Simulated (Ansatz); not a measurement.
Scan of [H···H···BH2], doublet

All five atoms lie in one plane.

Starting geometry:

```xyz
5

H    -1.9803    0.0000    0.0000
H    -1.2353    0.0000    0.0000
B     0.1727    0.0000    0.0000
H     0.6818    0.0000    1.0770
H     0.6818    0.0000   -1.0770
```

From there H2 is moved from one fragment to the other while all else, the fragments' distance too, stays fixed; atoms are numbered as listed. Energies are in eV, counted from the starting geometry at the same level.

Basis cc-pVTZ; Ansatz 0.2.0. Correlated methods freeze the noble-gas cores. R marks a restricted (for open shells ROHF) determinant, U an unrestricted one.

Full CI isn't at hand for all of this; UCCSDT(Q) serves as the reference, and is uncertain by about the last step of the cluster series. The frozen core follows each run's orbitals, which can shift R against U totals by a few meV.

```csv
distance H1-H2 (Å),UCCSDT(Q),error RHF,error UMP2,error UCCSD,error RCCSDT,error UCCSDT,error RCCSDT(Q)
0.745,0.000,0.000,0.000,0.000,0.000,0.000,0.000
0.779,-0.064,0.014,0.000,0.001,0.000,0.000,0.000
0.847,-0.146,0.002,-0.009,0.002,0.000,0.000,0.000
0.915,-0.184,-0.057,-0.025,0.001,0.000,0.000,0.000
0.983,-0.167,-0.136,-0.044,-0.002,0.000,0.000,0.000
```

Errors are those of relative energies. In total energy the starting point itself misses UCCSDT(Q) by: RHF 4.393, UMP2 0.814, UCCSD 0.103, RCCSDT 0.002, UCCSDT 0.002, RCCSDT(Q) 0.000 eV.

Spread of the error over the points with a reference, to 0.983 Å (largest less smallest): UCCSDT 0.000, RCCSDT(Q) 0.000, RCCSDT 0.000, UCCSD 0.004, UMP2 0.044, RHF 0.150 eV.
